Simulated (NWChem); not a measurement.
**Lowest excitation of difluoromethane (CH2F2)**

```
C
F 1 1.3440
F 1 1.3440 2 109.24
H 1 1.1045 2 108.98 3 -118.98
H 1 1.1045 4 111.63 2 120.43
```
Charge 0, spin multiplicity 1.

All runs are NWChem calculations. Structure: optimised with PBE0/def2-SVP, a minimum by its harmonic frequencies.

Basis set: def2-SVPD.

Relative cost: rough, from shared machines, SCF included, CIS = 1.

The correlated methods keep 3 core orbitals frozen. B3LYP has NWChem's definition, with VWN1-RPA local correlation. Coupled-cluster values serve here as a point of comparison, not as the truth.

```
method        lowest vertical singlet excitation energy (eV)  relative cost
------------  ----------------------------------------------  -------------
CIS                                                    11.15              1
TD-PBE                                            (withheld)        under 3
TD-BHandHLYP                                      (withheld)        under 3
TD-B3LYP                                          (withheld)        under 3
EOM-CCSD                                          (withheld)              4
```

**Question.** Fill in the missing entries.

**Answer.** 
- TD-PBE, lowest vertical singlet excitation energy (eV): 8.32
- TD-BHandHLYP, lowest vertical singlet excitation energy (eV): 9.96
- TD-B3LYP, lowest vertical singlet excitation energy (eV): 9.03
- EOM-CCSD, lowest vertical singlet excitation energy (eV): 9.92
